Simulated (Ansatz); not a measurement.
A nudged elastic band was laid between two geometries of FH + H6Si2 (10 atoms, charge 0, multiplicity 1).

These are results of Ansatz, RKS PBE0-D4/6-31G*, not measurements.

```yaml
movable_images: 8
climbing_image: no
spring: 5.0 eV/Å²
optimiser: quadratic models (default)
start_path: through a guess of the saddle point
force_threshold: 0.05 eV/Å
iteration_limit: 60
end_points: relaxed
```

First end point:

```xyz
10
Properties=species:S:1:pos:R:3
Si -0.101 0.287 -0.116
H -0.152 0.431 1.371
H 1.321 0.363 -0.545
H -0.827 1.458 -0.688
Si -1.101 -1.725 -0.781
H -1.726 -2.405 0.391
H -2.185 -1.467 -1.774
H -0.113 -2.650 -1.397
F 1.173 -2.151 1.253
H 0.614 -1.934 1.968
```

Last end point:

```xyz
10
Properties=species:S:1:pos:R:3
Si 0.260 0.146 -0.566
H -0.027 -2.047 2.982
H 1.186 0.308 -1.722
H -0.553 1.388 -0.429
Si -1.128 -1.704 -0.902
H -2.102 -1.873 0.211
H -1.885 -1.468 -2.167
H -0.336 -2.957 -1.052
F 1.153 -0.027 0.775
H 0.333 -1.559 2.552
```

(1) Which bonds break or form, and what moves?

(2) What energy profile does the band end with?

(3) What is the geometry of the highest image?

The band took 22 iterations and roughly 9 core-minutes.

## Answers

(1) Bonds broken: Si1–H2, F9–H10. Bonds formed: Si1–F9, H2–H10. FH + H6Si2 becomes FH5Si2 + H2.

(2) The forces met the threshold. The highest image is number 2 of 0 to 9, 0.69 eV above the first end and 1.74 eV above the last; the last end lies 1.04 eV below the first. Neighbouring images differ by up to 1.3 eV, so the band resolves the path poorly. No image climbed, so the highest image needn't sit at the top of the path. The orbitals stay closed-shell, which can raise the energy where a bond breaks towards radicals; this wasn't checked here.

| image | path coordinate (Å) | energy (eV) | Si1–H2 (Å) | F9–H10 (Å) | Si1–F9 (Å) |
| --- | --- | --- | --- | --- | --- |
| 0 | 0.00 | 0.00 | 1.49 | 0.93 | 3.07 |
| 1 | 0.87 | 0.03 | 1.50 | 0.94 | 2.96 |
| 2 | 1.73 | 0.69 | 1.57 | 0.98 | 2.29 |
| 3 | 2.60 | 0.68 | 1.98 | 1.58 | 1.75 |
| 4 | 3.47 | -0.59 | 2.66 | 1.96 | 1.64 |
| 5 | 4.33 | -0.98 | 3.24 | 2.32 | 1.62 |
| 6 | 5.20 | -1.02 | 3.64 | 2.58 | 1.62 |
| 7 | 6.07 | -1.03 | 3.87 | 2.54 | 1.62 |
| 8 | 6.94 | -1.04 | 4.11 | 2.50 | 1.62 |
| 9 | 7.80 | -1.04 | 4.18 | 2.49 | 1.62 |

(3) 
```xyz
10
Properties=species:S:1:pos:R:3
Si 0.027 -0.062 0.040
H 0.047 0.167 1.594
H 1.338 0.238 -0.608
H -0.827 1.124 -0.135
Si -1.169 -1.864 -0.905
H -2.057 -2.453 0.135
H -2.034 -1.349 -2.011
H -0.317 -2.959 -1.454
F 1.138 -1.673 1.234
H 0.757 -0.963 1.792
```

The run took 8.6 min on 1 thread of Arm Neoverse V1, with other jobs on the host, peak memory 0.13 GiB.
